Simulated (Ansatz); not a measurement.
## Basis-set limit of SiCl3, doublet

```xyz
4

Cl    1.7071   -0.5797    0.9087
Si   -0.0961   -0.0147    0.0891
Cl    0.0127    1.9582   -0.4929
Cl   -0.4878   -1.1865   -1.5591
```

Connectivity, by distances: Cl–Si(–Cl)–Cl.

Ansatz 0.2.0, UHF determinant, valence electrons correlated. Energies in eV.

```
       set  X  functions  Hartree–Fock  MP2 correlation  CCSD(T) correlation                                                                                               time
def2-TZVPP  3        168   -45377.7759         -17.8235             -20.0343  5.5 s on 1 × NVIDIA H100 80GB HBM3 with 1 thread of AMD EPYC 7R13 Processor (Zen 3) (shared host)
def2-QZVPP  4        280   -45379.0593         -19.6744             -21.9340   13 s on 1 × NVIDIA H100 80GB HBM3 with 1 thread of AMD EPYC 7R13 Processor (Zen 3) (shared host)
```

Hartree–Fock is taken to follow E(X) = E∞ + A·exp(−7.88·√X), correlation E(X) = E∞ + B·X^−2.97.

Q: Work out the CCSD(T) energy at the limit, and how far the shortcut misses it that extrapolates MP2 and adds CCSD(T) minus MP2 from the smaller set.

A: Hartree–Fock: E∞ = E4 + 0.1377·(E4 − E3) = -45379.2361. Correlation: E∞ = E4 + 0.7407·(E4 − E3) = -23.3412 for CCSD(T) and -21.0453 for MP2. The limit is -45402.5773 eV, 1.584 eV below def2-QZVPP. The shortcut gives a correlation energy of -21.0453 + (-2.2107) = -23.2561, 85 meV higher than the direct value.

Past Ne part of the Hartree–Fock step between the two sets comes from the cores, which don't follow the formula, so the 177 meV that it adds to the total can overshoot; that part largely cancels in differences.
